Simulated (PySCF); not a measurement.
F: ionisation energy

F [He] 2s2 2p5 (2P) → F+ [He] 2s2 2p4 (3P), as a difference of total energies. Computed with PySCF 2.14 in x2c-TZVPall (5s3p2d1f, 31 functions), with the spin-free X2C one-electron Hamiltonian (Gaussian nucleus). Correlated levels: valence: 1s2 frozen. The calculations carry no spin-orbit coupling.

```json
{"method": "UHF", "ionisation energy (eV)": "15.641"}
{"method": "MN15", "ionisation energy (eV)": "17.565"}
{"method": "TPSS", "ionisation energy (eV)": "17.383"}
{"method": "MP2 (valence)", "ionisation energy (eV)": "17.195"}
{"method": "CCSD (valence)", "ionisation energy (eV)": "17.093"}
```

Estimate what SCS-MP2 (valence) gives.

17.180 eV, closest to MP2 (valence) among the rows shown.

Estimate what CCSD(T) (valence) gives.

17.135 eV, closest to CCSD (valence) among the rows shown.

Errors of the correlated levels include the incompleteness of this basis and the frozen core.

For comparison: 17.427 eV (measured; NIST levels, between the centres of gravity of the two terms).
